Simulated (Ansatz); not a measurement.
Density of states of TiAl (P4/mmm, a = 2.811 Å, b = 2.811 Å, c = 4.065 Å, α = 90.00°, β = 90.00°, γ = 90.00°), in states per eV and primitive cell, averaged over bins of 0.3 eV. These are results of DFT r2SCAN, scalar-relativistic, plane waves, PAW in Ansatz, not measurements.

Settings: cutoff 500 eV, Γ-centred mesh 14×14×10 on the computed 2-atom cell, Gaussian smearing of 0.10 eV; no spin polarisation.

The cell is relaxed at this level. The states (both spins) are summed by tetrahedra on a 21×21×15 mesh at the self-consistent density. Energies are bin centres; the table starts no lower than −8 eV and ends at 6 eV, or lower where the solved bands end.

It is a metal at this level.

```
E − E_F (eV) total Ti 3d Al 3p Al 3s Ti 4s
       -7.90   0.35   0.01   0.09   0.16   0.07
       -7.60   0.35   0.02   0.11   0.15   0.06
       -7.30   0.36   0.02   0.12   0.14   0.06
       -7.00   0.36   0.03   0.14   0.14   0.05
       -6.70   0.37   0.04   0.14   0.13   0.05
       -6.40   0.38   0.04   0.15   0.13   0.04
       -6.10   0.39   0.05   0.15   0.14   0.04
       -5.80   0.40   0.06   0.15   0.14   0.03
       -5.50   0.45   0.08   0.16   0.15   0.04
       -5.20   0.60   0.12   0.19   0.21   0.05
       -4.90   0.49   0.10   0.17   0.15   0.04
       -4.60   0.42   0.09   0.16   0.11   0.04
       -4.30   0.49   0.10   0.20   0.12   0.05
       -4.00   0.53   0.12   0.23   0.10   0.06
       -3.70   0.60   0.15   0.26   0.10   0.06
       -3.40   0.71   0.20   0.32   0.09   0.07
       -3.10   0.80   0.21   0.40   0.08   0.08
       -2.80   0.94   0.27   0.47   0.07   0.09
       -2.50   1.12   0.44   0.51   0.06   0.08
       -2.20   1.30   0.61   0.54   0.05   0.06
       -1.90   1.69   0.75   0.76   0.05   0.07
       -1.60   2.06   1.04   0.85   0.05   0.06
       -1.30   1.04   0.61   0.35   0.04   0.02
       -1.00   0.99   0.64   0.28   0.03   0.02
       -0.70   1.71   1.32   0.29   0.02   0.03
       -0.40   1.86   1.48   0.26   0.01   0.06
       -0.10   1.84   1.48   0.23   0.01   0.07
        0.20   1.39   1.12   0.15   0.01   0.06
        0.50   1.20   0.96   0.11   0.01   0.07
        0.80   1.20   0.99   0.09   0.01   0.05
        1.10   1.41   1.17   0.12   0.01   0.04
        1.40   1.89   1.58   0.15   0.01   0.05
        1.70   2.08   1.74   0.16   0.02   0.06
        2.00   2.70   2.30   0.21   0.02   0.05
        2.30   3.30   2.91   0.22   0.02   0.04
        2.60   2.21   1.86   0.17   0.05   0.03
        2.90   1.22   0.96   0.14   0.02   0.03
        3.20   1.07   0.78   0.14   0.05   0.02
        3.50   0.98   0.70   0.15   0.05   0.02
        3.80   1.29   0.75   0.31   0.11   0.02
        4.10   1.61   0.98   0.34   0.19   0.03
        4.40   1.60   0.77   0.26   0.42   0.06
        4.70   1.21   0.46   0.30   0.29   0.05
```

The columns after the total are the main Löwdin projections on the occupied valence shells of the potentials; 2 others are left out. The rest of the total lies in those, in shells that are empty in the free atom, which aren't projected, and between the atoms.

Cost: 1 run of about 0.35 core-minutes, on Intel Xeon 6975P-C (Granite Rapids) (shared hosts).